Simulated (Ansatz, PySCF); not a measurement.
This PySCF input computes a BLYP/def2-TZVPD energy:

```python
from pyscf import gto, scf, dft

mol = gto.M(
    atom='''
    C    -0.52121597    0.09785177    0.02418323
    O     0.77519218   -0.14553262   -0.03596714
    H    -1.01292923    0.00621803    1.05553155
    H    -0.86240922    1.14299440   -0.30004212
    H    -1.19890323   -0.57206207   -0.61285166
    ''',
    basis='def2-tzvpd',
    charge=-1,
    spin=0,
    verbose=4,
)

mf = dft.RKS(mol, xc='blyp').density_fit(auxbasis='def2-universal-jkfit')
mf.grids.level = 3
mf.conv_tol = 1e-9
mf.max_cycle = 100
mf.max_memory = 1500
mf.kernel()
if not mf.converged:
    mf = mf.newton()
    mf.kernel(mf.make_rdm1())
mf.analyze()
```

Question: Write an input for the same energy in Ansatz (an electronic-structure program) and say what it gives.

Answer: 
Ansatz 0.2 input:
```yaml
crystal:
  periodic: [false, false, false]
  atoms:
    - {symbol: C, position_ang: [-0.52121597, 0.09785177, 0.02418323]}
    - {symbol: O, position_ang: [0.77519218, -0.14553262, -0.03596714]}
    - {symbol: H, position_ang: [-1.01292923, 0.00621803, 1.05553155]}
    - {symbol: H, position_ang: [-0.86240922, 1.14299440, -0.30004212]}
    - {symbol: H, position_ang: [-1.19890323, -0.57206207, -0.61285166]}
basis:
  gaussian:
    orbitals: def2-TZVPD
hamiltonian:
  xc: {name: BLYP}
total_charge: -1
output: {forces: true}
```
It gives -115.12445 Eh, and PySCF -115.12453 Eh, a difference of 0.08 mEh, from the treatment of integrals and grids.
